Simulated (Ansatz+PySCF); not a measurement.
Values are calculated unless marked as measured or tabulated.
Input for PySCF 2.14.0:

```python
from pyscf import gto, scf, cc

mol = gto.M(atom="""
H 0.000000 0.000000 0.000000
C 0.425870 0.567830 1.229390
""", basis='6-31g', charge=0, spin=3)
mf = scf.UHF(mol)
mf.kernel()
mycc = cc.CCSD(mf, frozen=1).run()
et = mycc.ccsd_t()
print(mf.e_tot, mycc.e_corr, et, mycc.e_tot + et)
```

The script is written out from the run's settings.

Results

- Converged: yes
- Reference energy: -38.22534 hartree
- CCSD correlation energy: -0.05316 hartree
- Triples correction: -0.00045 hartree
- Total energy: -38.27894 hartree
- Spin squared of the determinant: 3.754
